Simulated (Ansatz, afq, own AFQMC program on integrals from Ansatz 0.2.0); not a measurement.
CHSi, quartet: AFQMC among the cluster methods

| atom | x (Å) | y (Å) | z (Å) |
| --- | --- | --- | --- |
| Si | 0.0000 | 0.3149 | 0.5018 |
| C | 0.0000 | -0.7599 | -1.0559 |
| H | 0.0000 | 0.2810 | -1.3983 |

Connectivity, by distances: Si–CH.

Basis cc-pVDZ. Noble-gas cores (and the filled d shells of Ga–Kr and In–Xe) are frozen. Integrals, coupled cluster, full CI and functionals: Ansatz 0.2.0; the random walks run on the same integrals in our own AFQMC program. The CISD trial takes its coefficients from CCSD amplitudes. Released means that phaseless walkers are propagated on without the constraint, phases kept. Error bars are statistical, one sigma.

Determinant: UHF, the one that the program's search chose, which needn't be the lowest solution. The geometry is a point of a scan.

No full CI on the walks' own integrals is used here; CCSDT(Q) serves as the reference and is uncertain by about the last step of the cluster series.

Cautions: lower spins were not checked; higher spins were not checked; the search met a lower determinant of the same kind, perhaps of another symmetry (50 meV lower), and this one is a saddle point; strong correlation (T1 0.052, weight of the determinant 0.84, largest double 0.09).

```
T1 diagnostic                               : 0.0515
weight of the determinant in the CISD state : 0.837
⟨S²⟩ of the determinant                     : 3.772
size of the correlated space                : 9 electrons in 31 orbitals
```

Reference: CCSDT(Q), correlation energy -5.491 eV. The released energy is read at 2.40 1/Eh (meV from the phaseless value at times in 1/Eh: -20 ± 16 at 0.24, -18 ± 13 at 0.51, -19 ± 11 at 0.99, -53 ± 16 at 1.62, -33 ± 21 at 2.40).

| level | E − E(reference) (meV) | share of correlation (%) |
| --- | --- | --- |
| HF | 5490.9 | 0.00 |
| MP2 | 1306.9 | 76.20 |
| CCSD | 278.5 | 94.93 |
| CCSD(T) | 72.4 | 98.68 |
| CCSDT | 18.1 | 99.67 |
| ph-AFQMC/HF | 65.9 ± 44.4 | 98.80 |
| ph-AFQMC/CISD | 30.9 ± 12.7 | 99.44 |
| released AFQMC | -1.9 ± 20.6 | 100.03 |

A walk keeps the symmetry of its determinant, which the program's search chose and which needn't be the lowest solution, so a lower state of the same spin and another symmetry isn't excluded. Released energies are given only where the last usable release times agree within the noise; a slower fall can still hide under it.
